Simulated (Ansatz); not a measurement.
# Lead (fcc) across density functionals

All rows: Ansatz, plane waves with scalar-relativistic PAW, 420 eV (500 eV for the SCAN forms), relaxed under each functional, no dispersion correction, no zero-point motion. B₀ comes from uniform scaling at fixed shape; a dash is a value not given.

The measured cell (COD entry 9008477) has a = 4.950 Å, 30.33 Å³/atom.

| functional | V (Å³/atom) | cell | B₀ (GPa) | magnetic state |
| --- | --- | --- | --- | --- |
| PBE | 31.91 | a = 5.035 Å | 39 | spin not included |
| r²SCAN | 31.05 | a = 4.989 Å | 44 | spin not included |
| PBEsol | 29.90 | a = 4.927 Å | 47 | spin not included |
| LDA | 28.97 | a = 4.875 Å | 52 | spin not included |
| revPBE | 32.82 | a = 5.082 Å | 36 | spin not included |
| BLYP | 34.73 | a = 5.179 Å | 32 | spin not included |

Question: What does RPBE give?

Answer: V (Å³/atom): 33.19; cell: a = 5.101 Å; B₀ (GPa): 34; magnetic state: spin not included.

Question: Which functional comes closest to the measured volume?

Answer: PBEsol, off by -1.4 %. The measured value holds thermal expansion and zero-point motion, which the calculations lack.
